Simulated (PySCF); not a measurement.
**azulene radical anion: computed EPR parameters against published values**

The experiment to reproduce: a(1H H14/H16) 0.27 G [1]; a(1H H15) -3.95 G [1]; a(1H H13/H17) -6.22 G [1]; a(1H H12/H18) 1.34 G [1]; a(1H H11) -8.82 G [1]. Sources and the comparison follow the method.

Compound: azulene radical anion, C₁₀H₈ (charge -1 and doublet state).
Cartesian coordinates in Å at the PBE0-D3(BJ)/def2-SVP level; atoms count from 1:
```xyz
18
C10H8 angstrom
C     -2.4284   -0.4866    0.0274
C     -2.0644    0.8594    0.2744
C     -0.8123    1.4401    0.3243
C      0.4672    0.8188    0.1359
C      1.7090    1.4827    0.2040
C      2.7409    0.5515   -0.0335
C      2.1440   -0.7071   -0.2523
C      0.7440   -0.5744   -0.1541
C     -0.2004   -1.6424   -0.3158
C     -1.5780   -1.5884   -0.2337
H     -3.5029   -0.7029    0.0407
H     -2.9079    1.5404    0.4523
H     -0.7814    2.5167    0.5350
H      1.8330    2.5498    0.4093
H      3.8125    0.7669   -0.0457
H      2.6662   -1.6442   -0.4650
H      0.2385   -2.6247   -0.5321
H     -2.0972   -2.5429   -0.3946
```

The hyperfine couplings belong to this conformer and change with its torsions.

Identity: azulene radical anion, `C1=CC=C2C=CC=C2C=C1` [SMILES of the parent framework; charge -1 and doublet state].

Theory: UKS B3LYP, IGLO-III on C, pcH-1 on H, non-relativistic, mean-field spin-orbit, GIAO in PySCF. Whether the extra electron is bound in the gas phase wasn't checked; a finite basis holds it in any case. The geometry's basis has no diffuse functions, a weakness for an anion. No stability test was run, so a lower SCF solution isn't excluded. No frequencies were computed at this geometry's level, so the symmetric structure isn't shown to be a minimum.

```
   nucleus  computed a_iso (MHz)  published  in MHz  difference of magnitudes (MHz)  source
1H H14/H16                   1.3     0.27 G     0.8                            +0.5     [1]
    1H H15                 -13.0    -3.95 G   -11.1                            +1.9     [1]
1H H13/H17                 -18.2    -6.22 G   -17.4                            +0.8     [1]
1H H12/H18                   4.2     1.34 G     3.8                            +0.4     [1]
    1H H11                 -26.1    -8.82 G   -24.7                            +1.4     [1]
```

Values published in field units are turned into MHz with the computed g_iso.

Sources: [1] measured, solution or matrix (EPR); Pople, Beveridge, Approximate Molecular Orbital Theory, McGraw-Hill 1970 (compilation of measured values).

In relative terms the largest miss is 1H H15, by 18 %. The measured numbers hold vibrational averaging and, outside the gas phase, effects of the matrix or solvent; the computed ones belong to one rigid, isolated geometry and carry the errors of functional and basis. An EPR spectrum gives magnitudes, so published signs often rest on theory.

The Mulliken spin populations are largest on C1 (+0.41), C9 (+0.27), C3 (+0.27) and C6 (+0.20). Four atoms exceed +0.15.

The unrestricted determinant has ⟨S²⟩ = 0.7651 (exact 0.7500), 2.0 % above the value of a pure doublet state.
